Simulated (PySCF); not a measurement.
# CF2O (carbonyl fluoride): the cost of one run

Programs: PySCF 2.14.0, with density-fitted response routines of our own. Each step states its level of theory. These are calculated values for one molecule, in the gas phase or a continuum, unless marked as measured. Atoms count from 0, in the outputs and in this text.

**1. Starting geometry**

4 atoms, charge 0, multiplicity 1; geometry from: GFN2-xTB. The atoms were then displaced at random by about 0.01 Å, so the start is not that level's minimum.

Bonds of the start (Å): O0–C1 1.14, C1–F2 1.30, C1–F3 1.30.

**2. Optimising the geometry at PBE0-D3(BJ)/def2-SVP**

Job settings and geometry (Å):

```
{"job": {"xc": "PBE0", "basis": "def2-SVP", "d3": "d3bj", "grid": 1, "shake": 0.01, "kind": "geom"}, "charge": 0, "multiplicity": 1}
O     -0.297320     1.095510     0.808820
C     -0.029650     0.088920     0.354700
F      0.994090    -0.645770     0.683420
F     -0.629120    -0.564030    -0.590390
```

Command:

```sh
OMP_NUM_THREADS=1 python probes_run.py task.json out
```

One launch serves the whole session: the jobs run in the order shown.

Q: Estimate the wall time and peak memory of this first job on 1 thread of Arm Neoverse V2, shared host.

About 4.6 s, with a peak of 0.27 GiB.
